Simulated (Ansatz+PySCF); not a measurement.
singlet SiO: levels of theory in one basis

```
atom    x (Å)    y (Å)    z (Å)
  Si  -0.0259  -0.0321  -0.5822
   O  -0.0211  -0.0386   0.9933
```

Basis set: def2-SVP (spherical functions). Correlated methods keep 6 orbitals frozen. Charge 0, multiplicity 1.

Computed with Ansatz (development build ahead of 0.2.0); each method stands on the lowest determinant of its kind that the runs found. NEVPT2 correlates all electrons. Active spaces start from the frontier orbitals, and the lowest solution found is given.

```tsv
method	E − E(RHF) (eV)	<S²> of the determinant
RHF	0.00	0.00
RHF-MP2	-7.61	–
RHF-CCSD	-7.70	–
CASSCF(10,8)	-3.52	–
SC-NEVPT2(10,8)	-7.24	–
```

Question: What does RHF-CCSD(T) give on the same scale?

Answer: -8.05 eV.

Question: Is a single determinant a sound starting point here?

Answer: By this sign, yes. Unrestricted orbitals gain 0.00 eV and <S²> is 0.00 against 0.00 for a pure state. The CASSCF(10,8) natural occupations are 2.00, 2.00, 1.97, 1.95, 1.95, 0.05, 0.05, 0.03.
